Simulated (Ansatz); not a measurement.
# AlNH (quartet): from Hartree-Fock to the top rungs at distance Al1–H3 = 2.991 Å, 6-31G

How much of the correlation energy of AlNH (quartet) does each wave-function method recover here?

Program: Ansatz 0.2.0, Gaussian basis. Level of theory: 6-31G, core rule «outside noble gas», up to 6 orbitals frozen. These are calculated values, not measurements.

The runs, in order: UHF; CCSD(T) on ROHF; CCSD(T) on UHF; BCCD(T) on ROHF; CISD; CCSDT(Q) on ROHF; CCSDT(Q) on UHF; CCSDTQ on ROHF; CASSCF and MRCISD+Q, 5 electrons in 5 orbitals; CASSCF and NEVPT2, 5 electrons in 5 orbitals; CASSCF and MRCISD+Q, 9 electrons in 9 orbitals; CASSCF and NEVPT2, 9 electrons in 9 orbitals; Full CI.

13 further runs of the same task are left out: 10 that didn't finish, 3 set aside as unsound or not needed.

**1. The system**

The geometry derives from a PBE0/def2-TZVP stationary point (not a proven minimum). One bond is set to the value named and the two fragments are kept rigid.

3 atoms, charge 0, spin multiplicity 4.

Atoms are counted from 1 here; the program's logs count them from 0.

Bond lengths: Al1–N2 1.919 Å.

**2. UHF**

in.yaml reads:

```yaml
crystal:
  periodic: [false, false, false]
  atoms:
    - {symbol: Al, position_ang: [0.000000, -0.133656, 0.601464]}
    - {symbol: N, position_ang: [0.000000, 0.078532, -1.305704]}
    - {symbol: H, position_ang: [0.000000, 2.486518, 2.043951]}
basis:
  gaussian: {orbitals: 6-31G}
magnetization: {spin_polarized: true, initial_magnetization: 3}
hamiltonian: {xc: hf}
output: {orbitals: {seedname: orbitals}}
```

Run with:

```
> ansatz run in.yaml --threads 1 --pin off --events-out ev --progress --plain --max-ram 2393MiB
```

Further steps of the session: CCSD(T) on ROHF; CCSD(T) on UHF; BCCD(T) on ROHF; CISD; CCSDT(Q) on ROHF; CCSDT(Q) on UHF; CCSDTQ on ROHF; CASSCF and MRCISD+Q, 5 electrons in 5 orbitals; CASSCF and NEVPT2, 5 electrons in 5 orbitals; CASSCF and MRCISD+Q, 9 electrons in 9 orbitals; CASSCF and NEVPT2, 9 electrons in 9 orbitals; Full CI.

Before running them: what should the planned runs give, taken together? Wanted: FCI below the RHF energy; RMP2 from FCI; UMP2 from FCI; RCCSD from FCI; RCCSD(T) from FCI; UCCSD(T) from FCI; RCCSDT(Q) from FCI; UCCSDT(Q) from FCI; MRCISD+Q pair from FCI.

As calculated:

| quantity | value |
| --- | --- |
| FCI below the RHF energy | -3.0245 eV |
| RMP2 from FCI | +18.68 kcal/mol |
| UMP2 from FCI | +18.02 kcal/mol |
| RCCSD from FCI | +2.25 kcal/mol |
| RCCSD(T) from FCI | +0.97 kcal/mol |
| UCCSD(T) from FCI | +0.99 kcal/mol |
| RCCSDT(Q) from FCI | -0.29 kcal/mol |
| UCCSDT(Q) from FCI | -0.12 kcal/mol |
| MRCISD+Q pair from FCI | +1.70 kcal/mol |
| NEVPT2 valence from FCI | +9.25 kcal/mol |
| MRCISD+Q valence from FCI | +1.32 kcal/mol |
| levels within 1 kcal/mol (43 meV) | RCCSD(T), UCCSD(T), BCCD(T), RCCSDT, UCCSDT, RCCSDT(Q), UCCSDT(Q), RCCSDTQ |
| T1 diagnostic | 0.175 |
| effectively unpaired electrons | 3.15 |

What this shows: RCCSD(T) lands +0.97 kcal/mol from the yardstick (1.4 % of the correlation energy). RCCSDT(Q), UCCSDT(Q) fall below full CI: unrestricted runs freeze a spin-polarised core, another one than full CI's, and coupled cluster isn't variational. The occupations are near whole numbers, but T1 = 0.175 shows that the orbitals relax strongly. Of the multireference levels listed MRCISD+Q valence comes nearest in total energy (+1.32 kcal/mol), which doesn't show that its space is the better one. These misses are within one basis, not against nature; the frozen cores of restricted and unrestricted runs differ, which can shift their rows.
